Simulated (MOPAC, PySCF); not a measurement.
C2H3F, SMILES `C=CF`, neutral singlet in the gas phase. 

Cartesian coordinates (Å):
SMILES: C=CF
```xyz
6

C     -0.6924    -0.0904     0.0473
C      0.5948     0.1075    -0.1117
F      1.4857    -0.2022     0.8418
H     -1.3720     0.1744    -0.7480
H     -1.0884    -0.5137     0.9591
H      1.0723     0.5244    -0.9885
```
Charge 0, spin multiplicity 1.

All levels are single points at this geometry (CAM-B3LYP-D3(BJ)/def2-TZVP); Pople sets use spherical d functions. Orbital energies aren't observables, and empty levels follow the basis.

```tsv
level	HOMO (eV)	LUMO (eV)	gap (eV)	dipole (D)	vertical IE, Delta-SCF (eV)
CAM-B3LYP-D3(BJ)/def2-TZVP in PySCF	-9.18	1.41	10.59	1.44	–
PBE-D3(BJ)/def2-TZVP in PySCF	-6.51	-0.77	5.74	1.24	–
TPSSh-D3(BJ)/def2-TZVP in PySCF	-7.03	-0.15	6.88	1.33	–
PBE/6-31G* in PySCF	-6.03	-0.13	5.90	1.07	10.11
SVWN5/6-31G* in PySCF	-6.18	-0.34	5.84	1.12	10.39
AM1 in MOPAC	-10.38	0.98	11.36	1.34	–
```
